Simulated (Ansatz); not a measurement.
**CHOSi+ (quintet): the correlation ladder, def2-TZVPP**

One table from this session's results is given with a row withheld; the runs are named, their logs left out.

Program: Ansatz 0.2.0, Gaussian basis. Level of theory: def2-TZVPP, core rule «outside noble gas», up to 7 orbitals frozen. These are calculated values, not measurements.

To be run: UHF; ROHF; CCSD(T) on UHF.

### The system

The geometry is a PBE0/def2-TZVP stationary point (not a proven minimum) of the parent state, kept for this charge and spin.

4 atoms, charge 1, spin multiplicity 5.

Atoms are counted from 1 here; the program's logs count them from 0.

Bond lengths: C1–O2 1.286 Å, C1–H4 1.089 Å, O2–Si3 1.707 Å. Angles: O2–C1–H4 123.9°, C1–O2–Si3 134.6°.

Set-up of the first run:

Input file in.yaml:

```yaml
crystal:
  periodic: [false, false, false]
  atoms:
    - {symbol: C, position_ang: [0.000000, -0.310298, 1.646633]}
    - {symbol: O, position_ang: [0.000000, 0.351816, 0.544141]}
    - {symbol: Si, position_ang: [0.000000, -0.073198, -1.108628]}
    - {symbol: H, position_ang: [0.000000, 0.152652, 2.632314]}
basis:
  gaussian: {orbitals: def2-TZVPP}
total_charge: 1
magnetization: {spin_polarized: true, initial_magnetization: 4}
hamiltonian: {xc: hf}
output: {orbitals: {seedname: orbitals}}
```

Started as:

```sh
$ ansatz run in.yaml --threads 1 --pin off --events-out ev --progress --plain --max-ram 4096MiB --backend cpu
```

Steps of the session up to this table: UHF; ROHF; CCSD(T) on UHF.

One of the session's tables, all rows but one given; the rest of the session is left out.

| method | from UCCSD(T) (meV) |
| --- | --- |
| ROHF | +11538.8 |
| UHF | +11358.5 |
| UMP2 | ? |
| UCCSD | +510.2 |
| UCCSD(T) | 0 |

Q: Estimate the row for UMP2 from the others.

As computed: from UCCSD(T) (meV): +1088.3. In the column «from UCCSD(T) (meV)» it lies between UCCSD (+510.2) and UHF (+11358.5).
